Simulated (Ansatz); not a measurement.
**N2O: relaxing the atoms, harmonic vibrations and batch of displaced points**

The task, for N2O: 6 runs in a chain (relaxing the atoms, harmonic vibrations and batch of displaced points).

Computed with Ansatz 0.2.0 (DFT PBE, Gaussian basis aug-cc-pVTZ, unless a step's input says otherwise).

### Step 1. The structure to begin with

Bond lengths: N1–N2 1.128 Å, N2–O3 1.186 Å. Angles: N1–N2–O3 180.0°.

Coordinates:

```xyz
3

N     0.0000    0.0000   -1.1280
N     0.0000    0.0000    0.0000
O     0.0000    0.0000    1.1860
```

### Step 2. Relaxing the atoms: N2O

input.yaml reads:

```yaml
relax:
  f_tol: 0.001
  max_steps: 200
crystal:
  periodic: [false, false, false]
  atoms:
    - { symbol: "N", position_ang: [0.0, 0.0, -1.128] }
    - { symbol: "N", position_ang: [0.0, 0.0, 0.0] }
    - { symbol: O, position_ang: [0.0, 0.0, 1.186] }
basis:
  gaussian: { orbitals: aug-cc-pVTZ }
hamiltonian:
  xc: pbe
```

Launch:

```
$ ansatz run input.yaml --threads 4 --pin off --max-ram 14336MiB --backend cpu --events-out ev --progress --plain --runs-dir out
```

The program printed, shortened:

```text
Warning: RAYON_NUM_THREADS=4 ignored (pool sized by the plan → 4); use --threads N
[...]
Functional definition: PBE
[...]
629 factors; their error is unknown
[...]
mean field -5022.22827034 eV, -184.5634847464 hartree, gradient 3.8e-6 eV, S^2 0.000000; 0 other end points of the search recorded, 0 dependent functions left out
[...]
reference -5022.22832042 eV, -184.5634865869 hartree; 11, 11 occupied and 127, 127 virtual orbitals, 629 factors
relax step   1: F+E_penalty+E_count = -5022.22827034 eV  Δ(F+E_penalty+E_count) = +0.000e0 eV  max|allowed force component| = 1.140e0 eV/Å  Δτ_max = 0.0000 Å  (28 SCF iters, accepted)
[...]
relax step   3: F+E_penalty+E_count = -5022.23447190 eV  Δ(F+E_penalty+E_count) = -5.398e-5 eV  max|allowed force component| = 1.018e-2 eV/Å  Δτ_max = 0.0007 Å  (21 SCF iters, accepted)
[...]
relax step   4: F+E_penalty+E_count = -5022.23447245 eV  Δ(F+E_penalty+E_count) = -5.538e-7 eV  max|allowed force component| = 9.747e-4 eV/Å  Δτ_max = 0.0001 Å  (21 SCF iters, accepted)
629 factors; their error is unknown
mean field -5022.23447245 eV, -184.5637126698 hartree, gradient 1.1e-5 eV, S^2 0.000000; 1 other end points of the search recorded, 0 dependent functions left out
[...]
reference -5022.23452267 eV, -184.5637145154 hartree; 11, 11 occupied and 127, 127 virtual orbitals, 629 factors
Total energy: -5022.23452267 eV, -184.5637145154 hartree
Atom 0 at    -0.000000    -0.000000    -1.135815 Å, force     0.000000    -0.000000     0.000509 eV/Å
Atom 1 at     0.000000    -0.000000     0.001877 Å, force    -0.000000     0.000000    -0.000975 eV/Å
Atom 2 at    -0.000000     0.000000     1.191938 Å, force    -0.000000    -0.000000     0.000466 eV/Å
Dipole moment:     0.000000    -0.000000     0.027790 e Å
```

It took 2.3 s on 4 threads of AMD EPYC 7R43 (Zen 3), shared host; peak memory 0.19 GiB.

Step by step:

```csv
step,E - E(step 1) (eV),largest force component (eV/Å)
1,0.0000,1.1401
2,-0.0061,0.0749
3,-0.0062,0.0102
4,-0.0062,0.0010
```

Step 1 is the start.

Before: Bond lengths: N1–N2 1.128 Å, N2–O3 1.186 Å. Angles: N1–N2–O3 180.0°.

After: Bond lengths: N1–N2 1.138 Å, N2–O3 1.190 Å. Angles: N1–N2–O3 180.0°.

### Step 3. Harmonic vibrations

It takes the final geometry of step 2.

input.yaml reads:

```yaml
crystal:
  periodic: [false, false, false]
  atoms:
    - { symbol: "N", position_ang: [0.0, 0.0, -1.13581458] }
    - { symbol: "N", position_ang: [0.0, 0.0, 0.00187661] }
    - { symbol: O, position_ang: [0.0, 0.0, 1.19193797] }
basis:
  gaussian: { orbitals: aug-cc-pVTZ }
hamiltonian:
  xc: pbe
phonons: {}
```

Launch:

```
$ ansatz run input.yaml --threads 4 --pin off --max-ram 14336MiB --backend cpu --events-out ev --progress --plain --runs-dir out
```

The program printed, shortened:

```text
Warning: RAYON_NUM_THREADS=4 ignored (pool sized by the plan → 4); use --threads N
[...]
[... 1 set-up line as earlier in the session ...]
[...]
629 factors; their error is unknown
[...]
mean field -5022.23447245 eV, -184.5637126698 hartree, gradient 7.3e-5 eV, S^2 0.000000; 0 other end points of the search recorded, 0 dependent functions left out
[...]
reference -5022.23452267 eV, -184.5637145154 hartree; 11, 11 occupied and 127, 127 virtual orbitals, 629 factors
[...]
629 factors; their error is unknown
[...]
mean field -5022.23446237 eV, -184.5637122994 hartree, gradient 1.3e-6 eV, S^2 0.000000; 0 other end points of the search recorded, 0 dependent functions left out
[...]
reference -5022.23451260 eV, -184.5637141451 hartree; 11, 11 occupied and 127, 127 virtual orbitals, 629 factors
[...]
629 factors; their error is unknown
[...]
629 factors; their error is unknown
mean field -5022.23423798 eV, -184.5637040531 hartree, gradient 1.3e-6 eV, S^2 0.000000; 0 other end points of the search recorded, 0 dependent functions left out
[...]
reference -5022.23428821 eV, -184.5637058990 hartree; 11, 11 occupied and 127, 127 virtual orbitals, 629 factors
[...]
629 factors; their error is unknown
mean field -5022.23423255 eV, -184.5637038535 hartree, gradient 1.3e-6 eV, S^2 0.000000; 0 other end points of the search recorded, 0 dependent functions left out
[...]
reference -5022.23428276 eV, -184.5637056989 hartree; 11, 11 occupied and 127, 127 virtual orbitals, 629 factors
Total energy: -5022.23452267 eV, -184.5637145154 hartree
Atom 0 at     0.000000     0.000000    -1.135815 Å, force     0.000000    -0.000000     0.000508 eV/Å
Atom 1 at     0.000000     0.000000     0.001877 Å, force    -0.000000     0.000000    -0.000976 eV/Å
Atom 2 at     0.000000     0.000000     1.191938 Å, force     0.000000    -0.000000     0.000468 eV/Å
Dipole moment:    -0.000000    -0.000000     0.027788 e Å
Vibrations: 593.46 593.46 1297.17 2276.76 cm⁻¹, zero-point energy 0.295135 eV
```

Wall time 6.2 s (4 threads of AMD EPYC 7R43 (Zen 3), shared host); peak memory 0.14 GiB.

Harmonic frequencies from the force constants, with rigid motions projected out (i: imaginary):

```csv
mode,cm⁻¹
1,594
2,594
3,1297
4,2277
```

### Step 4. Batch of displaced points

It takes final geometries of earlier steps.

input.yaml reads:

```yaml
basis:
  gaussian: { orbitals: aug-cc-pVTZ }
hamiltonian:
  xc: pbe
batch:
  members: [po.yaml, p0_1.yaml, p0_m1.yaml, p0_2.yaml, p0_m2.yaml, p1_1.yaml, ...]
output:
  forces: true
scf:
  lower_state_search: "off"
# p0_1.yaml, one of 41 members:
crystal:
  periodic: [false, false, false]
  atoms:
    - { symbol: "N", position_ang: [0.0080556, 0.0, -1.13581458] }
    - { symbol: "N", position_ang: [-0.0157567, 0.0, 0.00187661] }
    - { symbol: O, position_ang: [0.00674209, 0.0, 1.19193797] }
```

Launch:

```
$ ansatz run input.yaml --threads 4 --pin off --max-ram 14336MiB --backend cpu --events-out ev --progress --plain --runs-dir out
```

The program printed, shortened:

```text
Warning: RAYON_NUM_THREADS=4 ignored (pool sized by the plan → 4); use --threads N
[...]
[... 1 set-up line as earlier in the session ...]
[...]
Member 2: Total energy: -5022.23120862 eV, -184.5635927261 hartree
Member 2: Atom 0 at    -0.008056     0.000000    -1.135815 Å, force     0.146482     0.000000     0.019143 eV/Å
Member 2: Atom 1 at     0.015757     0.000000     0.001877 Å, force    -0.286278     0.000000    -0.011527 eV/Å
Member 2: Atom 2 at    -0.006742     0.000000     1.191938 Å, force     0.139797    -0.000000    -0.007615 eV/Å
Member 2: Dipole moment:     0.004004     0.000000     0.027572 e Å
Member 2: Checks for a lower state left out: stability, starts, cluster_reference, orbital_swaps, neighbouring_geometries, increment
Member 3: Total energy: -5022.22123517 eV, -184.5632262085 hartree
Member 3: Atom 0 at     0.016111     0.000000    -1.135815 Å, force    -0.294996    -0.000000     0.074720 eV/Å
[...]
Member 13: Atom 2 at     0.000000     0.000000     1.201099 Å, force    -0.000000     0.000000    -0.867202 eV/Å
Member 13: Dipole moment:    -0.000000     0.000000     0.017377 e Å
Member 13: Checks for a lower state left out: stability, starts, cluster_reference, orbital_swaps, neighbouring_geometries, increment
Member 14: Total energy: -5022.22709684 eV, -184.5634416213 hartree
Member 14: Atom 0 at     0.000000     0.000000    -1.127717 Å, force    -0.000000     0.000000    -0.716124 eV/Å
Member 14: Atom 1 at     0.000000     0.000000     0.004243 Å, force     0.000000    -0.000000    -0.232333 eV/Å
Member 14: Atom 2 at     0.000000     0.000000     1.182777 Å, force    -0.000000    -0.000000     0.948458 eV/Å
Member 14: Dipole moment:    -0.000000     0.000000     0.038443 e Å
Member 14: Checks for a lower state left out: stability, starts, cluster_reference, orbital_swaps, neighbouring_geometries, increment
Member 15: Total energy: -5022.20698774 eV, -184.5627026251 hartree
Member 15: Atom 0 at     0.000000     0.000000    -1.152009 Å, force    -0.000000    -0.000000     1.346779 eV/Å
```

### Step 5. The output, continued: i0-anh

The log, continued, shortened:

```text
Member 15: Atom 1 at     0.000000     0.000000    -0.002856 Å, force     0.000000     0.000000     0.313292 eV/Å
Member 15: Atom 2 at     0.000000     0.000000     1.210260 Å, force    -0.000000    -0.000000    -1.660071 eV/Å
Member 15: Dipole moment:    -0.000000     0.000000     0.007200 e Å
Member 15: Checks for a lower state left out: stability, starts, cluster_reference, orbital_swaps, neighbouring_geometries, increment
Member 16: Total energy: -5022.20405848 eV, -184.5625949770 hartree
Member 16: Atom 0 at     0.000000     0.000000    -1.119620 Å, force    -0.000000     0.000000    -1.463191 eV/Å
Member 16: Atom 1 at     0.000000     0.000000     0.006610 Å, force     0.000000    -0.000000    -0.519474 eV/Å
Member 16: Atom 2 at     0.000000     0.000000     1.173616 Å, force    -0.000000     0.000000     1.982665 eV/Å
[...]
Member 39: Atom 1 at     0.000000     0.000000     0.007364 Å, force    -0.000000     0.000000    -1.754182 eV/Å
Member 39: Atom 2 at     0.000000     0.000000     1.198816 Å, force     0.000000    -0.000000    -0.207466 eV/Å
Member 39: Dipole moment:    -0.000000     0.000000     0.038031 e Å
Member 39: Checks for a lower state left out: stability, starts, cluster_reference, orbital_swaps, neighbouring_geometries, increment
Member 40: Total energy: -5022.21358430 eV, -184.5629450445 hartree
Member 40: Atom 0 at     0.000000     0.000000    -1.132963 Å, force    -0.000000     0.000000     0.677406 eV/Å
Member 40: Atom 1 at     0.000000     0.000000     0.012097 Å, force     0.000000    -0.000000    -2.426218 eV/Å
Member 40: Atom 2 at     0.000000     0.000000     1.180494 Å, force    -0.000000     0.000000     1.748812 eV/Å
Member 40: Dipole moment:    -0.000000     0.000000     0.060028 e Å
Member 40: Checks for a lower state left out: stability, starts, cluster_reference, orbital_swaps, neighbouring_geometries, increment
```

Run time: 9.8 s. Hardware: 4 threads of AMD EPYC 7R43 (Zen 3), shared host; peak memory 0.29 GiB.

### Step 6. Batch of displaced points

It takes final geometries of earlier steps.

input.yaml reads:

```yaml
basis:
  gaussian: { orbitals: aug-cc-pVTZ }
hamiltonian:
  xc: pbe
batch:
  members: [po.yaml, p0_1.yaml, p0_m1.yaml, p0_2.yaml, p0_m2.yaml, p1_1.yaml, ...]
output:
  forces: true
scf:
  lower_state_search: "off"
# p0_1.yaml, one of 41 members:
crystal:
  periodic: [false, false, false]
  atoms:
    - { symbol: "N", position_ang: [0.00758749, 0.0, -1.13581458] }
    - { symbol: "N", position_ang: [-0.01589779, 0.0, 0.00187661] }
    - { symbol: O, position_ang: [0.00680246, 0.0, 1.19193797] }
```

Launch:

```
$ ansatz run input.yaml --threads 4 --pin off --max-ram 14336MiB --backend cpu --events-out ev --progress --plain --runs-dir out
```

The program printed, shortened:

```text
Warning: RAYON_NUM_THREADS=4 ignored (pool sized by the plan → 4); use --threads N
[...]
[... 1 set-up line as earlier in the session ...]
[...]
Member 3: Total energy: -5022.22131504 eV, -184.5632291437 hartree
Member 3: Atom 0 at     0.015175     0.000000    -1.135815 Å, force    -0.293987    -0.000000     0.072182 eV/Å
Member 3: Atom 1 at    -0.031796     0.000000     0.001877 Å, force     0.573440     0.000000    -0.039363 eV/Å
Member 3: Atom 2 at     0.013605     0.000000     1.191938 Å, force    -0.279453    -0.000000    -0.032819 eV/Å
Member 3: Dipole moment:    -0.007937    -0.000000     0.026890 e Å
Member 3: Checks for a lower state left out: stability, starts, cluster_reference, orbital_swaps, neighbouring_geometries, increment
Member 1: Total energy: -5022.23122832 eV, -184.5635934503 hartree
Member 1: Atom 0 at     0.007587     0.000000    -1.135815 Å, force    -0.146030     0.000000     0.018503 eV/Å
[...]
Member 13: Atom 2 at     0.000000     0.000000     1.201182 Å, force     0.000000    -0.000000    -0.852343 eV/Å
Member 13: Dipole moment:     0.000000     0.000000     0.017745 e Å
Member 13: Checks for a lower state left out: stability, starts, cluster_reference, orbital_swaps, neighbouring_geometries, increment
Member 14: Total energy: -5022.22720171 eV, -184.5634454748 hartree
Member 14: Atom 0 at     0.000000     0.000000    -1.127878 Å, force     0.000000    -0.000000    -0.732095 eV/Å
Member 14: Atom 1 at     0.000000     0.000000     0.003934 Å, force    -0.000000     0.000000    -0.198451 eV/Å
Member 14: Atom 2 at     0.000000     0.000000     1.182694 Å, force     0.000000    -0.000000     0.930547 eV/Å
Member 14: Dipole moment:    -0.000000     0.000000     0.038058 e Å
Member 14: Checks for a lower state left out: stability, starts, cluster_reference, orbital_swaps, neighbouring_geometries, increment
Member 15: Total energy: -5022.20732808 eV, -184.5627151324 hartree
Member 15: Atom 0 at     0.000000     0.000000    -1.151688 Å, force     0.000000     0.000000     1.374594 eV/Å
```

(Part 1 of 2 ends here.)
